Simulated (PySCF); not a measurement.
Atoms are numbered as in `[SiH3:1][NH:2][SiH3:3]`. Hydrogens are named by the atom that carries them.

All values are calculated (PySCF 2.14.0 with density-fitted response routines): coordinates at the GFN2-xTB level, PBE0/pcSseg-1 with gauge-including orbitals. In vacuum, non-relativistic Hamiltonian, averaged over atoms made equivalent by symmetry, fast rotation or ring inversion, one computed conformer.

δ = σ(ref) − σ, references computed at the same level: $^{1}$H (31.72 ppm) and $^{29}$Si (349.16 ppm) against TMS; NH3 for $^{15}$N (267.73 ppm).

| atoms | nucleus | count | Hirshfeld charge | δ (ppm) |
| --- | --- | --- | --- | --- |
| H(N2) | $^{1}$H | 1 | 0.12 | ? |
| H(Si1)/H(Si3) | $^{1}$H | 6 | -0.08 | 4.75 |
| Si1/Si3 | $^{29}$Si | 2 | 0.35 | ? |
| N2 | $^{15}$N | 1 | -0.33 | -12.4 |

Question: Estimate the values marked ?.

Answer: 
- H(N2): -0.58 ppm, hydrogen on a nitrogen bonded to 2 Si; exchangeable, gas-phase position
- Si1/Si3: -54.5 ppm, silicon bonded to N, 3 H

Exchangeable OH/NH protons stand at their gas-phase positions; hydrogen bonding in a real sample shifts them, mostly to higher δ. Experimental scales use liquid or dissolved standards, which lie at an offset from isolated NH3 (liquid NH3: subtract about 20 ppm).
